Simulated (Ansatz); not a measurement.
System: fcc Ca. Method: LC-ωPBE (Ansatz, a program for electronic structure, plane waves, PAW).

Numerical settings: plane-wave cutoff 460 eV, 10×10×10 k mesh, Fermi–Dirac smearing 0.05 eV, scalar-relativistic PAW data made under PBE.

Energies at three volumes about the minimum:

| V (Å³/atom) | E − E_lowest (meV/atom) |
|---|---|
| 42.805 | 1.53 |
| 43.663 | 0.00 |
| 45.000 | 1.47 |

Problem. Fit a parabola by hand: where is the minimum, what lattice constant follows, and what is the bulk modulus?

Solution. Slopes: (0.00 − 1.53)/(43.663 − 42.805) = -1.783 and (1.47 − 0.00)/(45.000 − 43.663) = 1.099 meV/Å³. Curvature E″ = 2 × (1.099 − (-1.783))/(45.000 − 42.805) = 2.626 meV/Å⁶. From the middle of the first interval, the slope vanishes at V0 = 43.2340 − (-1.783)/2.626 = 43.913 Å³/atom. B = V0 E″ = 43.913 × 2.626 meV/Å³ × 0.1602 GPa per meV/Å³ = 18.5 GPa. With 4 atoms in the cube, a = (4 × 43.913)^(1/3) = 5.600 Å. The full Birch–Murnaghan fit to all volumes gives V0 = 43.893 Å³/atom and B0 = 18.3 GPa.

Measured, for comparison: bulk modulus 18.6 GPa (corrected for temperature and zero-point phonon effects, our sources range from 15.9 to 18.7; as tabulated in Levämäki et al. (2014), arXiv:1402.3671); lattice constant a 5.553 Å (low-temperature or extrapolated to 0 K; zero-point anharmonic expansion removed; as tabulated in Csonka et al. (2009), arXiv:0903.4037). Computed (rounded) less measured: bulk modulus not scored (sources differ).
